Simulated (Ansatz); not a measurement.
Ansatz (a first-principles code) input (CCSD(T)/aug-cc-pV(D+d)Z):
A basis named .json is the Basis Set Exchange file of that set.

Ansatz 0.2 input:
```yaml
crystal:
  periodic: [false, false, false]
  atoms:
    - {symbol: C, position_ang: [0.01225366, -0.24478813, -1.08693639]}
    - {symbol: Cl, position_ang: [-0.00641773, 0.12820516, 0.56927130]}
    - {symbol: H, position_ang: [0.96940014, -0.33504208, -1.57184899]}
    - {symbol: H, position_ang: [-0.93382079, -0.37571690, -1.58414476]}
basis:
  gaussian:
    orbitals: aug-cc-pV_D+d_Z.json
magnetization: {spin_polarized: true, initial_magnetization: 1}
correlation: {method: ccsd_t, electrons: outside_noble_gas}
output: {forces: true}
```

Output:

```
Functional definition: HF
integrals: 0.08 GiB planned
706 factors; integrals over basis functions are off by at most 9.0e-4 eV
mean field: 0.18 GiB planned
mean field evaluation 1: about -13563.7296 eV, gradient 1.0e1 eV
mean field evaluation 2: about -13563.7523 eV, gradient 1.0e1 eV
mean field evaluation 4: about -13564.6296 eV, gradient 1.8e0 eV
mean field evaluation 8: about -13564.6885 eV, gradient 1.2e-1 eV
mean field evaluation 16: about -13564.4708 eV, gradient 3.8e0 eV
mean field evaluation 32: about -13559.1548 eV, gradient 7.7e-2 eV
mean field -13564.68885787 eV, -498.4931210503 hartree, gradient 1.2e-6 eV, S^2 0.767023; 0 other end points of the search recorded, 0 dependent functions left out
6 core orbitals not correlated
reference -13564.68885787 eV, -498.4931210503 hartree; 7, 6 occupied and 60, 61 virtual orbitals, 706 factors
densities: 0.44 GiB planned
second order -7.45487771 eV of doubles, -0.00000000 eV of singles
coupled cluster: 0.32 GiB planned
cycle   1  -8.03607170 eV  change   -5.8e-1 eV  update   6.3e-2
cycle   2  -8.26056028 eV  change   -2.2e-1 eV  update   2.2e-2
cycle   3  -8.30430933 eV  change   -4.4e-2 eV  update   1.2e-2
cycle   4  -8.30504265 eV  change   -7.3e-4 eV  update   5.6e-3
cycle   5  -8.30528759 eV  change   -2.4e-4 eV  update   2.0e-3
cycle   6  -8.30546784 eV  change   -1.8e-4 eV  update   6.0e-4
cycle   7  -8.30546972 eV  change   -1.9e-6 eV  update   2.4e-4
cycle   8  -8.30543769 eV  change    3.2e-5 eV  update   8.8e-5
cycle   9  -8.30540808 eV  change    3.0e-5 eV  update   2.9e-5
cycle  10  -8.30540598 eV  change    2.1e-6 eV  update   9.1e-6
cycle  11  -8.30540690 eV  change   -9.2e-7 eV  update   3.2e-6
perturbative correction -0.25202131 eV, -0.0092616123 hartree
the calculation of the forces begins
Total energy: -13573.24628608 eV, -498.8076007365 hartree
Atom 0 at     0.012254    -0.244788    -1.086936 Å, force    -0.000566     0.011317     0.050249 eV/Å
Atom 1 at    -0.006418     0.128205     0.569271 Å, force    -0.004755     0.094995     0.421806 eV/Å
Atom 2 at     0.969400    -0.335042    -1.571849 Å, force     0.462945    -0.043319    -0.233054 eV/Å
Atom 3 at    -0.933821    -0.375717    -1.584145 Å, force    -0.457623    -0.062993    -0.239001 eV/Å
Dipole moment:     0.002461    -0.049154    -0.218258 e Å
```

It need not be the lowest isomer of its formula.
